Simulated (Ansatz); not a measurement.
Input file for Ansatz (a program for electronic structure): R-r2SCAN/def2-TZVPP on hydrogen peroxide (SMILES OO), atoms moved off the minimum.

Ansatz 0.2 input:
```yaml
crystal:
  periodic: [false, false, false]
  atoms:
    - {symbol: O, position_ang: [-0.73032561, -0.01721815, 0.20438754]}
    - {symbol: O, position_ang: [0.64249157, -0.09483312, -0.31033204]}
    - {symbol: H, position_ang: [-1.17442713, 0.32862953, -0.37403389]}
    - {symbol: H, position_ang: [1.33224702, 0.45194561, 0.25039956]}
basis:
  gaussian:
    orbitals: def2-TZVPP
hamiltonian:
  xc: {name: r2SCAN}
scf: {lower_state_search: off}
output: {forces: true}
```

Question: What total energy does the run end on?

Answer: -151.4958 hartree.
